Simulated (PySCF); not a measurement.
DMABN, C₉H₁₀N₂.
InChI=1S/C9H10N2/c1-11(2)9-5-3-8(7-10)4-6-9/h3-6H,1-2H3

Torsions of this conformer, `[CH3:1][N:2]([CH3:3])[c:4]1[cH:5][cH:6][c:7]([C:8]#[N:9])[cH:10][cH:11]1`: C1–N2–C4–C5 179°.

The closed-shell ground state was solved at several levels (PySCF, density fitting, gas phase, non-relativistic). Geometry: PBE0-D3(BJ)/def2-SVP; no solvent, vibrations or thermal averaging.

| level | basis functions | HOMO (eV) | LUMO (eV) | gap (eV) | dipole (D) |
| --- | --- | --- | --- | --- | --- |
| CAM-B3LYP/pcSseg-2 | 536 | -7.25 | 0.10 | 7.35 | 7.84 |
| PBE0/pcSseg-1 | 237 | -6.10 | -0.87 | 5.23 | 7.92 |
| B3LYP/pcJ-1 | 397 | -5.90 | -1.03 | 4.87 | 7.87 |

Question: Estimate the row for wB97X-D/def2-SVPD, a basis of 300 functions; the other rows only guide the guess.

Answer: HOMO -7.79 eV, LUMO 0.72 eV, gap 8.51 eV, dipole 7.82 D.

Question: Over all these levels, which gives the widest orbital gap and which the narrowest?

Answer: wB97X-D/def2-SVPD (range-separated hybrid) has the widest, 8.51 eV, and B3LYP/pcJ-1 (global hybrid, 20 % exact exchange) the narrowest, 4.87 eV. Functional and basis both differ between the two, so the spread mixes both effects.

Question: How far do the dipole and the HOMO energy spread over the levels?

Answer: The dipole runs from 7.82 to 7.92 D (mean 7.86 D) and the HOMO from -7.79 to -5.90 eV.
